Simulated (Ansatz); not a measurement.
## Ga2HCl (H-bridged), singlet: reading a ladder of total energies

Geometry: displaced at random from a stationary point.

```yaml
atoms:
  - { symbol: Cl, position_ang: [-0.0188, 0.3912, 2.7090] }
  - { symbol: Ga, position_ang: [-0.0182, -0.4107, 0.6530] }
  - { symbol: Ga, position_ang: [0.0286, 0.1939, -2.0224] }
  - { symbol: H, position_ang: [-0.0612, 1.2320, -0.5609] }
```

Basis cc-pVDZ; Ansatz 0.2.0. Only valence electrons are correlated (noble-gas cores and the filled d shells of p-block atoms frozen), which leaves 14 electrons in 44 orbitals. Prefix R: restricted or restricted open-shell reference. No spin–orbit coupling is included, and no scalar relativity.

Full CI isn't at hand for all of this; RCCSDT(Q) serves as the reference, and is uncertain by about the last step of the cluster series.

Runs differ by some tens of microhartree through their thresholds, so steps under 0.03 kcal/mol mean nothing.

```json
{"level": "RHF", "total energy (hartree)": "-4306.555906"}
{"level": "RMP2", "total energy (hartree)": "-4306.795501"}
{"level": "RCCSD", "total energy (hartree)": "-4306.833991"}
{"level": "RCCSD(T)", "total energy (hartree)": "-4306.841712"}
{"level": "RCCSDT", "total energy (hartree)": "-4306.842910"}
{"level": "RCCSDT(Q)", "total energy (hartree)": "-4306.843596"}
```

Task: What is the correlation energy at RCCSDT(Q), and what share of it do RMP2 and RCCSD(T) recover?

Result: E(corr) = -4306.843596 − (-4306.555906) = -0.287690 hartree = -7.828 eV. RMP2: -0.239595 / -0.287690 = 83.28 %. RCCSD(T): -0.285806 / -0.287690 = 99.35 %.

Task: By how many kcal/mol does RCCSD(T) miss RCCSDT(Q) (1 hartree = 627.509 kcal/mol), and which steps make up the rest?

Result: -4306.841712 − (-4306.843596) = 0.001884 hartree = 1.18 kcal/mol. Steps: RCCSDT − RCCSD(T) = -0.75, RCCSDT(Q) − RCCSDT = -0.43 kcal/mol. Differences between like states or geometries often cancel part of this.
